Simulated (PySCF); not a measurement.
Compound: CH8BN.
Z-matrix (Å and degrees, PBE0-D3(BJ)/def2-SVP geometry), rows numbered from 1:
```
C 
B   1  1.6109
N   2  1.6458  1  107.34
H   1  1.1022  2  109.61  3  -179.13
H   1  1.1065  2  113.66  3   -60.70
H   1  1.1063  2  113.72  3    62.38
H   2  1.2297  1  114.41  3  -114.75
H   2  1.2298  1  114.33  3   114.58
H   3  1.0199  2  111.09  1   179.52
H   3  1.0212  2  111.06  1   -60.10
H   3  1.0211  2  110.78  1    59.49
```

Computed, not measured: EOM-IP-CCSD/aug-cc-pVDZ in PySCF, restricted Hartree–Fock reference, 3 core orbitals frozen, non-relativistic, gas phase, PBE0-D3(BJ)/def2-SVP geometry.

The vertical ionisation energies are 10.08, 10.17, 11.87, 13.19, 13.43, 17.02, 18.54, 18.55 eV.

Which Hartree–Fock orbital leads each hole, and what is its Koopmans value −ε?

```csv
leading hole (HF orbital),Koopmans (eV),EOM-IP-CCSD (eV),change (eV),one-hole share
HOMO,10.69,10.08,-0.61,0.96
HOMO-1,11.07,10.17,-0.90,0.96
HOMO-2,12.82,11.87,-0.95,0.95
HOMO-3,14.03,13.19,-0.84,0.95
HOMO-4,14.43,13.43,-1.00,0.95
HOMO-5,18.77,17.02,-1.75,0.92
HOMO-6,19.66,18.54,-1.12,0.95
HOMO-7,19.68,18.55,-1.13,0.95
```

Does the order of the lines follow the orbital energies?

Yes, no two lines change places. The corrections run from -1.75 to -0.61 eV, with a mean of -1.04 eV over the 8 lines; no line lies above its Koopmans value. Koopmans values leave out both the relaxation of the orbitals and the change in correlation energy.

At what kinetic energies would He II light (40.81 eV) eject these electrons?

30.73 eV (HOMO), 30.64 eV (HOMO-1), 28.94 eV (HOMO-2), 27.62 eV (HOMO-3), 27.38 eV (HOMO-4), 23.79 eV (HOMO-5), 22.27 eV (HOMO-6), 22.26 eV (HOMO-7).

Lines less than 0.15 eV apart could change places at a higher level. One root was sought for each valence orbital with −ε under 21 eV, eight at most, so deeper holes and satellites are missing; no vibrational structure.
